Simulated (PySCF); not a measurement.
# `CCCCC#N` in a uniform electric field

Compound: C₅H₉N.
Geometry (GFN2-xTB, Å), atoms numbered from 1 in this order:
```
atom  x, y, z in Å
C1    -2.058   -0.433   -0.252
C2    -0.607   -0.569    0.191
C3     0.156    0.743    0.022
C4     1.630    0.608    0.426
C5     2.328   -0.300   -0.449
N6     2.871   -1.015   -1.156
H7    -2.584   -1.375   -0.125
H8    -2.111   -0.150   -1.301
H9    -2.568    0.328    0.335
H10   -0.575   -0.874    1.241
H11   -0.116   -1.348   -0.396
H12   -0.306    1.518    0.639
H13    0.097    1.064   -1.021
H14    1.709    0.230    1.450
H15    2.129    1.580    0.376
```

Level: PBE0/def2-SVPD (PySCF); nuclei fixed, core orbitals frozen in the response. Permanent dipole (-2.347, 2.333, 2.317) D (1 au = 2.5417 D). Static polarisability (au):

```
x   72.19 -2.80 -3.64
y   -2.80 60.59  4.91
z   -3.64  4.91 58.21
```

Only the terms in μ and α are kept: μ(F) = μ + αF and ΔE = −μ·F − ½ F·αF.

(1) What do fields of 0.514 V/Å (0.01 au) along the six axis directions do?

(2) For the field (-0.0020, -0.0090, 0.0060) au, what is the induced dipole, and what angle does it make with the field?

(3) At what field along the permanent dipole would the induced dipole along it equal the permanent one, in this linear picture?

(4) What field makes μF equal to kT at 100 K?

(5) Induction energy −ᾱe²/2R⁴ of a unit charge at 10 Å, the molecule taken as a point?

## Answers

(1) 
```json
{"field along": "+x", "induced x (D)": "1.835", "induced y (D)": "-0.071", "induced z (D)": "-0.093", "total size (D)": "3.213", "−μ·F (kJ/mol)": "+24.243", "−½F·αF (kJ/mol)": "-9.477"}
{"field along": "−x", "induced x (D)": "-1.835", "induced y (D)": "0.071", "induced z (D)": "0.093", "total size (D)": "5.392", "−μ·F (kJ/mol)": "-24.243", "−½F·αF (kJ/mol)": "-9.477"}
{"field along": "+y", "induced x (D)": "-0.071", "induced y (D)": "1.540", "induced z (D)": "0.125", "total size (D)": "5.178", "−μ·F (kJ/mol)": "-24.099", "−½F·αF (kJ/mol)": "-7.954"}
{"field along": "−y", "induced x (D)": "0.071", "induced y (D)": "-1.540", "induced z (D)": "-0.125", "total size (D)": "3.258", "−μ·F (kJ/mol)": "+24.099", "−½F·αF (kJ/mol)": "-7.954"}
{"field along": "+z", "induced x (D)": "-0.093", "induced y (D)": "0.125", "induced z (D)": "1.480", "total size (D)": "5.139", "−μ·F (kJ/mol)": "-23.933", "−½F·αF (kJ/mol)": "-7.642"}
{"field along": "−z", "induced x (D)": "0.093", "induced y (D)": "-0.125", "induced z (D)": "-1.480", "total size (D)": "3.265", "−μ·F (kJ/mol)": "+23.933", "−½F·αF (kJ/mol)": "-7.642"}
```

(2) αF = (-0.358, -1.297, 0.794) D, at 3.5° to the field. The polarisability along this direction, F·αF/F², is 55.77 au, against a mean of 63.66 au.

(3) The polarisability along the dipole is 71.28 au, so F = 1.5894 au / 71.28 au = 0.0223 au = 1.15 V/Å; higher-order terms are ignored.

(4) kT = 0.3167 × 10⁻³ Eh, so F = 0.000199 au = 1.02 MV/cm.

(5) R = 18.90 bohr, so the energy is −63.7/(2 × 18.90⁴) Eh = -0.655 kJ/mol. The charge–dipole term at its most favourable orientation, −μe/R², is -11.7 kJ/mol.

The structure is a single GFN2-xTB conformer in the gas phase; no vibrational or solvent corrections.
